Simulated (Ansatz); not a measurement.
This geometry of C$_{2}$H$_{7}$Si (10 atoms, charge 0, multiplicity 2) is a first-order saddle point.

These are results of UHF/cc-pVDZ (Ansatz 0.2.0), not measurements.

```xyz
10
Properties=species:S:1:pos:R:3
C -0.830 0.381 -1.307
C -0.753 -0.008 0.137
Si 1.034 -0.266 0.805
H -0.725 -0.374 -2.078
H -0.674 1.412 -1.601
H -1.302 -0.939 0.310
H -1.227 0.754 0.762
H 1.310 0.669 1.932
H 2.042 -0.022 -0.263
H 1.208 -1.658 1.305
```

Q: Which two structures does it join? (They come from a converged band through this point; their orientation in space is the band's.)

A: No bond is made or broken. The dihedral C1–C2–Si3–H8 goes from 60 to -180°. The two ends are copies of one structure, up to a mirror image or an exchange of like atoms.

Initial state:

```xyz
10
Properties=species:S:1:pos:R:3
C -0.821 0.596 -1.201
C -0.740 -0.210 0.058
Si 1.024 -0.293 0.786
H -0.533 0.154 -2.147
H -0.879 1.676 -1.152
H -1.072 -1.238 -0.116
H -1.395 0.208 0.829
H 1.512 1.076 1.109
H 1.957 -0.911 -0.196
H 1.032 -1.110 2.033
```

Final state:

```xyz
10
Properties=species:S:1:pos:R:3
C -0.822 0.235 -1.321
C -0.736 0.133 0.170
Si 1.026 -0.253 0.801
H -0.896 -0.662 -1.925
H -0.537 1.152 -1.822
H -1.399 -0.654 0.544
H -1.057 1.068 0.642
H 1.033 -0.340 2.289
H 1.970 0.819 0.381
H 1.500 -1.549 0.244
```

Q: How far does it lie above each of them?

A: 2.2 kcal/mol above the first and 2.2 kcal/mol above the second. This is the barrier of this one path; another mechanism may lie lower.

The run took 100 s on 1 thread of Intel(R) Xeon(R) Platinum 8488C (Sapphire Rapids), with other jobs on the host, peak memory 0.18 GiB.
